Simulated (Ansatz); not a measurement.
`CC(F)SS` → `[CH]F` + `CSS` at 600 K and 1 bar (formal loss of a carbene).

Isolated molecules relaxed with PBE0-D4/def2-TZVP in Ansatz; ΔE leaves out vibrations. CCSD(T)/CBS is the MP2 limit (def2-TZVPP, def2-QZVPP) plus CCSD(T) − MP2 in def2-TZVPP, frozen cores. This one scheme is used for every species. One conformer a species, not always the lowest.

```tsv
species	CCSD(T)/CBS energy (Eh)	H − E (kJ/mol)	S (J/(mol·K))
`CC(F)SS`	-974.45519	239.7	425.9
`[CH]F`	-138.29972	54.0	249.2
`CSS`	-836.00794	167.3	353.3
```

H − E and S are ideal-gas, rigid-rotor, harmonic terms from PBE0-D4/def2-TZVP, for one conformer and one mirror image of each species. 1 Eh = 2625.50 kJ/mol, R = 8.31446 J/(mol·K).

Task: By hand: ΔE, ΔH, ΔS and ΔG.

Result: ΔE = (-138.29972) + (-836.00794) − (-974.45519) = 0.14753 Eh = 387.3 kJ/mol. Δ(H − E) = 54.0 + 167.3 − 239.7 = -18.4, so ΔH = 368.9 kJ/mol. ΔS = 249.2 + 353.3 − 425.9 = 176.6 J/(mol·K). ΔG = 368.9 − 600 × (176.6)/1000 = 262.9 kJ/mol.

Task: By hand: the equilibrium constant, and the temperature at which ΔG would vanish if ΔH and ΔS stayed fixed.

Result: log₁₀ K = −ΔG/(RT ln 10) = -22.9. ΔG = 0 at ΔH/ΔS = 2089 K.

The number of gas molecules changes by +1, which sets the sign of ΔS. A doubt of 5 kJ/mol in ΔE shifts log₁₀ K by 0.4 here. Other conformers and mirror images would add mixing entropy, several J/(mol·K) or more a flexible species. These are equilibria of isolated gas molecules and say nothing of rates. Largest T1 diagnostic: 0.018 (customary marks: 0.02 for closed shells, 0.045 for open ones).
